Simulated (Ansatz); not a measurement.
Gas-phase electronic energies from Ansatz, PBE0-D4/def2-TZVP geometries. CCSD(T)/CBS is the MP2 limit (def2-TZVPP, def2-QZVPP) plus CCSD(T) − MP2 in def2-TZVPP, frozen cores. This one scheme is used for every species. DFT in def2-TZVPP. B3LYP here is the variant with VWN-RPA as its local correlation; programs differ in this. For Mg outer-core shells are correlated without core-valence functions, which leaves a few kJ/mol of doubt a bond.

`[F][Mg][F]` + HCl → `[F][Mg][Cl]` + H–F  (ligand exchange at a Mg–F bond)

`[F][Mg][F]`:

Cartesian coordinates in Å:
```
F 0.624 -1.398 0.840
Mg 0.000 0.000 0.000
F -0.624 1.398 -0.840
```

HCl:

Cartesian coordinates in Å:
```
Cl 0.225 -0.485 -0.351
H -0.225 0.485 0.351
```

`[F][Mg][Cl]`:

```xyz
3

F     0.515    0.582   -1.718
Mg    0.039    0.044   -0.129
Cl   -0.554   -0.625    1.847
```

H–F:

Z-matrix (Å, degrees):
```
F
H 1 0.920
```

```csv
level,ΔE (kcal/mol),difference from CCSD(T)/CBS
revPBE-D4,-4.4,1.2
BLYP-D4,-2.9,2.7
PBE0-D4,-6.4,-0.8
B3LYP-D4,-4.5,1.1
r2SCAN0-D4,-6.7,-1.1
BHLYP-D4,-6.3,-0.7
ωB97X-V,-5.0,0.6
B2PLYP,-4.5,1.1
BLYP,-2.5,3.1
r2SCAN,-5.3,0.3
PBE0,-6.3,-0.7
BHLYP,-5.9,-0.3
HF/def2-TZVPP,-8.2,-2.6
SCS-MP2/def2-TZVPP,-4.8,0.8
CCSD(T)/def2-TZVPP,-5.3,0.3
SCS-MP2/def2-QZVPP,-4.7,0.9
CCSD(T)/CBS,-5.6,0
```

Largest T1 diagnostic among the species: 0.012.

At CCSD(T), def2-SVP lies +3.3 kcal/mol from the extrapolated value and def2-TZVPP +0.3 kcal/mol. Leaving LDA and LC-ωPBE aside and taking each functional with its dispersion term where it has one, the values spread over 3.9 kcal/mol, from r2SCAN0-D4 to BLYP-D4.
